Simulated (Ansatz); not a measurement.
# CHSi (sextet): from Hartree-Fock to the top rungs, 6-31G

How much of the correlation energy of CHSi (sextet) does each wave-function method recover here?

The runs use Ansatz 0.2.0, Gaussian basis; 6-31G, core rule «outside noble gas», up to 6 orbitals frozen.

The runs, in order: UHF; CCSD(T) on ROHF; CCSD(T) on UHF; BCCD(T) on ROHF; CISD; CCSDT(Q) on ROHF; CCSDT(Q) on UHF; CISDTQ; CCSDTQ on ROHF; CCSDTQ on UHF; CASSCF and MRCISD+Q, 9 electrons in 9 orbitals; CASSCF and NEVPT2, 9 electrons in 9 orbitals; Full CI.

14 further runs of the same task are left out: 5 that didn't finish, 9 set aside as unsound or not needed.

### Step 1. The geometry

The geometry is a PBE0/def2-TZVP stationary point (not a proven minimum) of the parent state, kept for this charge and spin.

3 atoms, charge 0, spin multiplicity 6.

Atoms are counted from 1 here; the program's logs count them from 0.

Bond lengths: Si1–C2 1.840 Å, Si1–H3 1.533 Å. Angles: C2–Si1–H3 97.9°.

### Step 2. UHF

in.yaml

```yaml
crystal:
  periodic: [false, false, false]
  atoms:
    - {symbol: Si, position_ang: [0.000000, -0.083231, 0.527232]}
    - {symbol: C, position_ang: [0.000000, 0.076222, -1.305753]}
    - {symbol: H, position_ang: [0.000000, 1.410897, 0.868536]}
basis:
  gaussian: {orbitals: 6-31G}
magnetization: {spin_polarized: true, initial_magnetization: 5}
hamiltonian: {xc: hf}
output: {orbitals: {seedname: orbitals}}
```

On the command line:

```console
ansatz run in.yaml --threads 1 --pin off --events-out ev --progress --plain --max-ram 2393MiB
```

After this run come: CCSD(T) on ROHF; CCSD(T) on UHF; BCCD(T) on ROHF; CISD; CCSDT(Q) on ROHF; CCSDT(Q) on UHF; CISDTQ; CCSDTQ on ROHF; CCSDTQ on UHF; CASSCF and MRCISD+Q, 9 electrons in 9 orbitals; CASSCF and NEVPT2, 9 electrons in 9 orbitals; Full CI.

Before running them: what should the planned runs give, taken together? Wanted: FCI below the RHF energy; RMP2 from FCI; UMP2 from FCI; RCCSD from FCI; RCCSD(T) from FCI; UCCSD(T) from FCI; RCCSDT(Q) from FCI; UCCSDT(Q) from FCI; NEVPT2 valence from FCI.

**Answer**, as computed:

| quantity | value |
| --- | --- |
| FCI below the RHF energy | -2.0710 eV |
| RMP2 from FCI | +57.6 kJ/mol |
| UMP2 from FCI | +56.8 kJ/mol |
| RCCSD from FCI | +4.0 kJ/mol |
| RCCSD(T) from FCI | +1.3 kJ/mol |
| UCCSD(T) from FCI | +1.2 kJ/mol |
| RCCSDT(Q) from FCI | 0.0 kJ/mol |
| UCCSDT(Q) from FCI | -0.1 kJ/mol |
| NEVPT2 valence from FCI | +27.6 kJ/mol |
| MRCISD+Q valence from FCI | +1.2 kJ/mol |
| levels within 1 kcal/mol (43 meV) | RCCSD, UCCSD, RCCSD(T), UCCSD(T), BCCD(T), RCCSDT, UCCSDT, CISDTQ, RCCSDT(Q), UCCSDT(Q), RCCSDTQ, UCCSDTQ, MRCISD valence, MRCISD+Q valence |
| T1 diagnostic | 0.015 |
| effectively unpaired electrons | 5.02 |

In words: RCCSD(T) misses by +1.3 kJ/mol, 0.7 % of the correlation energy. One determinant dominates. Of the multireference levels listed MRCISD+Q valence comes nearest in total energy (+1.2 kJ/mol), which doesn't show that its space is the better one. These misses are within one basis, not against nature; the frozen cores of restricted and unrestricted runs differ, which can shift their rows.
